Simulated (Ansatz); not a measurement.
**[CH3···H···OH], doublet: transfer scan**

Starting geometry:

```yaml
atoms:
  - { symbol: C, position_ang: [-1.3878, 0.0287, 0.0000] }
  - { symbol: H, position_ang: [-1.7510, 1.0560, 0.0000] }
  - { symbol: H, position_ang: [-1.7510, -0.4850, 0.8897] }
  - { symbol: H, position_ang: [-1.7510, -0.4850, -0.8897] }
  - { symbol: H, position_ang: [-0.2982, 0.0287, 0.0000] }
  - { symbol: O, position_ang: [1.2942, 0.0287, 0.0000] }
  - { symbol: H, position_ang: [1.5460, -0.9113, 0.0000] }
```

From there H5 is moved from one fragment to the other while all else, the fragments' distance too, stays fixed, so the hump isn't the reaction's barrier; atoms are numbered as listed. Energies are in kcal/mol, counted from the starting geometry at the same level.

Basis cc-pVDZ; Ansatz 0.2.0. Only valence electrons are correlated (noble-gas cores frozen). Prefix R: restricted or restricted open-shell reference; prefix U: unrestricted.

For open shells CISD is restricted-active-space CI with the open shells as a complete middle space.

Full CI isn't at hand for all of this; UCCSDT(Q) serves as the reference, and is uncertain by about the last step of the cluster series.

```
distance C1-H5 (Å)  CISD
             1.090   0.0
             1.176   3.2
             1.348  15.1
             1.520  10.0
             1.692  -2.2
```

Task: Estimate the UCCSDT(Q) curve in cc-pVDZ from this one, knowing how CISD errs.

Result: The computed UCCSDT(Q) values, in kcal/mol from the starting point, and the error of CISD against them:
```csv
distance C1-H5 (Å),UCCSDT(Q),CISD less UCCSDT(Q)
1.090,0.0,0.0
1.176,1.8,1.4
1.348,9.1,6.0
1.520,5.6,4.4
1.692,-3.4,1.2
```

The error spans 6.0 kcal/mol and is largest, 6.0 kcal/mol, at 1.348 Å.
